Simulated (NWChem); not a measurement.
**Correlation energy of diphosphorus (P2)**

```
P
P 1 1.8911
```
Charge 0, spin multiplicity 1.

Program: NWChem. The geometry was optimised at PBE0/def2-SVP, a minimum by its harmonic frequencies.

Basis set: def2-TZVP. Each correlation energy counts from its own Hartree-Fock reference.

| method | correlation energy (mHa) | difference from CCSD(T) |
|---|---|---|
| MP2 | -274.1 | +39.3 |
| SCS-MP2 | -271.0 | +42.4 |
| CR-CCSD[T] | -308.7 | +4.7 |
| CR-CCSD(T) | -308.2 | +5.2 |
| CCSD | -292.1 | +21.3 |
| CCSD+T(CCSD) | -314.0 | -0.6 |
| CCSD(T) | -313.4 | 0.0 |

The values span 42.9 mHa, from CCSD+T(CCSD) (lowest) to SCS-MP2 (highest). 

The correlated methods keep 10 core orbitals frozen. Differences from the coupled-cluster row are differences between methods, not errors against experiment.
